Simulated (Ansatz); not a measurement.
A nudged elastic band was laid between two geometries of H6N3P (10 atoms, charge 0, multiplicity 1).

Theory: Ansatz, RKS BHLYP-D4/STO-3G.

```yaml
movable_images: 7
climbing_image: yes
spring: 5.0 eV/Å²
optimiser: quadratic models (default)
start_path: through a guess of the saddle point
force_threshold: 0.05 eV/Å
iteration_limit: 60
end_points: relaxed
```

Image 0:

```xyz
10
Properties=species:S:1:pos:R:3
N -1.028 -0.111 -1.110
P 0.649 -0.197 -0.592
N 0.259 -1.312 0.740
N 0.840 1.164 0.505
H -1.155 0.595 -1.861
H -1.659 0.174 -0.334
H 1.145 -1.479 1.266
H 0.052 -2.241 0.310
H -0.004 1.306 1.095
H 0.984 2.050 -0.016
```

Image 8:

```xyz
10
Properties=species:S:1:pos:R:3
N -1.177 0.416 -0.853
P 0.513 -0.090 -0.695
N 0.195 -1.469 0.369
N 0.926 1.050 0.596
H -1.755 -0.214 -0.254
H -1.502 0.211 -1.820
H 0.302 -1.142 1.353
H 0.958 -2.168 0.251
H 0.060 1.578 0.843
H 1.564 1.778 0.212
```

Question: What changes between the two ends?

Answer: No bond is made or broken. The dihedral H5–N1–P2–N4 goes from 80 to -94°.

Question: What energy profile does the band end with?

Answer: The forces met the threshold. The highest image is number 3 of 0 to 8, 16.1 kJ/mol above the first end and 32.2 kJ/mol above the last; the last end lies 16.1 kJ/mol below the first. A vibrational analysis at the climbing image gives one clearly imaginary mode, 221i cm⁻¹: a first-order saddle point. Limits of this set-up: minimal basis.

```
image  path coordinate (Å)  energy (kJ/mol)  dihedral H5–N1–P2–N4 (°)
    0                 0.00              0.0                        80
    1                 1.27              3.4                       101
    2                 2.53              7.0                       156
    3                 3.79             16.1                      -165
    4                 4.38             12.3                      -145
    5                 4.96              2.4                      -121
    6                 5.55             -8.4                      -100
    7                 6.13            -14.0                       -93
    8                 6.72            -16.1                       -94
```

Question: What is the geometry of the highest image?

Answer: 
```xyz
10
Properties=species:S:1:pos:R:3:forces:R:3
N -1.106 0.174 -0.786 0.00 0.00 0.00
P 0.658 0.019 -0.474 0.00 0.00 0.00
N 0.448 -1.326 0.675 0.00 0.00 0.00
N 0.802 1.257 0.763 0.00 0.00 0.00
H -1.403 -0.680 -1.313 0.00 0.00 0.00
H -1.218 0.925 -1.505 0.00 0.00 0.00
H 1.348 -1.854 0.714 0.00 0.00 0.00
H -0.217 -2.009 0.250 0.00 0.00 0.00
H -0.048 1.245 1.363 0.00 0.00 0.00
H 0.819 2.197 0.318 0.00 0.00 0.00
```

Question: What are the harmonic wavenumbers there?

Answer: 221i, 137, 228, 304, 355, 398, 707, 787, 812, 924, 963, 995, 1181, 1226, 1274, 1882, 1903, 1930, 3658, 3687, 3702, 3841, 3874, 3899 cm⁻¹.

Run time: 3.5 min on 1 thread of Arm Neoverse V1, on a shared host, peak memory 0.092 GiB.
